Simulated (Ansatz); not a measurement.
## BN: pressure series

Consider BN in the zinc blende structure (space group F-43m, No. 216; a = 3.625 Å).

Cell and atoms are relaxed at each pressure.

Level of theory: plane-wave PAW DFT at the PBE level (Ansatz, a quantum-chemistry and plane-wave program, 420 eV), without spin-orbit coupling.

```csv
pressure (GPa),volume per atom (Å³/atom)
-2,5.985
-1,5.969
0,5.953
1.8,5.924
4.2,5.887
9,5.816
30,5.545
45,?
60,5.238
```

Question: Fit the third-order Birch–Murnaghan form P(V) = (3B₀/2)[(V₀/V)^(7/3) − (V₀/V)^(5/3)]·[1 + (3/4)(B₀′ − 4)((V₀/V)^(2/3) − 1)] (squares taken in P) to the rows shown and predict the withheld row.

Answer: Least squares on the printed values gives V₀ = 5.953 Å³/atom, B₀ = 371 GPa, B₀′ = 3.7; this predicts 5.382 Å³/atom, and the run gives 5.382 Å³/atom, in agreement.

Measured bulk modulus of BN: 410.2 GPa (static lattice; corrected from measurement; as listed in Daniel Mejia-Rodriguez, S. B. Trickey, Phys. Rev. B (2018)); the computed value is 9 % below it.

Load acts through the strain it causes; cell and atoms are relaxed under it. Stability against distortions was not tested. No other phases were tried under pressure.
